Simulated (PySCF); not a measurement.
A species of formula C4H12NP has this rotational fingerprint, computed with PBE0-D3(BJ)/def2-SVP geometry optimisation, gas phase in PySCF:

* Rotational constants: A = 3420, B = 2108, C = 2066 MHz
* Dipole components: |μa| = 2.85 D, |μb| = 1.80 D, |μc| = 0.03 D
* Inertial defect: -142.93 u·Å²
* κ: -0.94

Question: Which candidate fits, each taken in the one conformer that was computed?
A. `[CH3:1][N:2]([CH3:3])[P:4]([CH3:5])[CH3:6]` with C1–N2–P4–C5 -65°
B. `CP(=NC)(C)C`

Answer: B. It is CN=P(C)(C)C. The candidates at the same level (rigid rotor, commonest isotopes):

| SMILES | A (MHz) | B (MHz) | C (MHz) | μa (D) | μb (D) | μc (D) | Δ (u·Å²) | point group | rotor |
| --- | --- | --- | --- | --- | --- | --- | --- | --- | --- |
| CN(C)P(C)C | 3747 | 2423 | 1678 | 0.01 | 0.03 | 0.70 | -42.29 | near Cs | asymmetric top |
| CN=P(C)(C)C | 3420 | 2108 | 2066 | 2.85 | 1.80 | 0.03 | -142.93 | – | – |

`CN(C)P(C)C` has C 19 % too low. No structure here is proved a minimum.
